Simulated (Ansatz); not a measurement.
Molecule: CHO₂, net charge 1, singlet state. It need not be the lowest isomer of its formula. SMILES: C(=[OH+])=O
Structure (B3LYP-D3(BJ)/def2-TZVP (Ansatz, a quantum-chemistry and plane-wave program) minimum search):
```
C
O 1 1.1219
O 1 1.2188 2 174.41
H 3 0.9894 1 120.75 2 -180.00
```
Charge +1, spin multiplicity 1.

Parts of the frozen-core correlation energy in STO-3G (Ansatz, hartree). Frozen orbitals: 3; correlated occupied orbitals by spin: 8 and 8; virtual: 5 and 5. Spin-orbit coupling is left out. Non-relativistic.

| term | value |
|---|---|
| reference (HF) | -185.36287 |
| MP2 opposite-spin | -0.14418 |
| MP2 same-spin | -0.04890 |
| CCSD correlation | -0.19774 |
| (T) | -0.01234 |
| FCI minus CCSD(T) | -0.00080 |
| T1 diagnostic | 0.018 |
| largest doubles amplitude | 0.087 |
